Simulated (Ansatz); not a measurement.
fcc Pt was calculated with Hartree–Fock (plane waves, PAW; Ansatz, a first-principles code).

Numerical settings: plane-wave cutoff 460 eV, 14×14×14 k mesh, Fermi–Dirac smearing 0.05 eV, scalar-relativistic PAW data made under PBE.

Equation-of-state points:

```csv
V (Å³/atom),E − E_lowest (meV/atom),P (GPa)
15.108,28.31,12.73
15.497,5.87,5.94
15.721,0.00,2.51
16.292,4.70,-4.84
16.689,21.97,-8.96
```

Q: Estimate the bulk modulus and its pressure derivative from these points.

A: V0 = 15.900 Å³/atom, B0 = 214 GPa, B′ = 6.0 (fit to the energies at full precision).

Measured, for comparison: bulk modulus 289 GPa (corrected for temperature and zero-point phonon effects; as tabulated in Levämäki et al. (2014), arXiv:1402.3671); equilibrium volume per atom 14.98 Å³/atom (static lattice: zero-point anharmonic expansion removed; as tabulated in Mejia-Rodriguez and Trickey (2018), arXiv:1807.09216). Computed (rounded) less measured: bulk modulus -26 %, equilibrium volume per atom +6.1 %.

Spin–orbit coupling is not included.

Computed values are for the static lattice.
